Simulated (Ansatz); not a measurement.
# Other spins and charges of HCl, singlet at one geometry

Geometry (PBE0/def2-TZVP stationary point for this spin):

```xyz
2

Cl    0.0000    0.0000    0.0000
H     0.0000    0.0000    1.2788
```

Basis cc-pVDZ; Ansatz 0.2.0. Only valence electrons are correlated (noble-gas cores frozen). R marks a restricted (for open shells ROHF) determinant, U an unrestricted one. Active spaces: valence = (8e, 5o) chosen from the atoms' valence shells.

Gaps are energies of the second state less the first, at fixed atoms, for a selection of the levels run; each method lands on the state that its own search finds for that charge and spin.

PBE gives 7.508 eV for triplet less singlet. Estimate what full CI gives in cc-pVDZ.

Full CI in cc-pVDZ gives 7.569 eV, so against it PBE is off by -0.061 eV, of which a good part can be the reference's own basis and frozen-core error.

```
                   level  gap (eV)  error (meV)
                     RHF     7.214         -355
                     UHF     7.070         -499
                    RMP2     7.610           41
                    UMP2     7.637           68
                    CISD     7.522          -47
                   RCCSD     7.559          -10
                   UCCSD     7.556          -13
                RCCSD(T)     7.568           -1
                UCCSD(T)     7.568           -1
                 BCCD(T)     7.568           -1
                  RCCSDT     7.566           -3
                  UCCSDT     7.566           -3
                  CISDTQ     7.566           -3
               RCCSDT(Q)     7.568           -1
               UCCSDT(Q)     7.568           -1
                 RCCSDTQ     7.568           -1
                 UCCSDTQ     7.568           -1
  CASSCF (valence space)     7.692          123
  NEVPT2 (valence space)     7.680          111
  MRCISD (valence space)     7.593           24
MRCISD+Q (valence space)     7.569            0
                  r2SCAN     7.553          -16
                    PBE0     7.533          -36
                   B3LYP     7.542          -27
                 wB97M-V     7.759          190
                  B2PLYP     7.580           11
                 RPA-PBE     7.401         -168
```

PBE gives 12.654 eV for removing an electron, to the doublet. Estimate what full CI gives in cc-pVDZ.

Full CI in cc-pVDZ gives 12.271 eV, so against it PBE is off by 0.383 eV, of which a good part can be the reference's own basis and frozen-core error.

| level | gap (eV) | error (meV) |
| --- | --- | --- |
| RHF | 11.695 | -576 |
| UHF | 11.568 | -703 |
| RMP2 | 12.359 | 88 |
| UMP2 | 12.374 | 103 |
| CISD | 12.213 | -58 |
| RCCSD | 12.264 | -7 |
| UCCSD | 12.261 | -10 |
| RCCSD(T) | 12.271 | 0 |
| UCCSD(T) | 12.270 | -1 |
| BCCD(T) | 12.271 | 0 |
| RCCSDT | 12.268 | -3 |
| UCCSDT | 12.267 | -4 |
| CISDTQ | 12.268 | -3 |
| RCCSDT(Q) | 12.271 | 0 |
| UCCSDT(Q) | 12.270 | -1 |
| RCCSDTQ | 12.271 | 0 |
| UCCSDTQ | 12.270 | -1 |
| CASSCF (valence space) | 11.649 | -622 |
| NEVPT2 (valence space) | 12.163 | -108 |
| MRCISD (valence space) | 12.215 | -56 |
| MRCISD+Q (valence space) | 12.262 | -9 |
| r2SCAN | 12.729 | 458 |
| PBE0 | 12.678 | 407 |
| B3LYP | 12.709 | 438 |
| r2SCAN0 | 12.702 | 431 |
| wB97X-V | 12.715 | 444 |
| wB97M-V | 12.677 | 406 |
| B2PLYP | 12.531 | 260 |
| RPA-PBE | 12.202 | -69 |

In so small a basis the reference is far from its limit while semilocal and hybrid functionals are nearer theirs (RPA and double hybrids share part of the reference's basis error), so the functionals' errors here hold much of the reference's basis and frozen-core error, which can add to them or hide them.

Full CI is exact within this basis and frozen core; it isn't the basis-set limit. The frozen core follows each run's orbitals, which can shift R against U totals by a few meV.
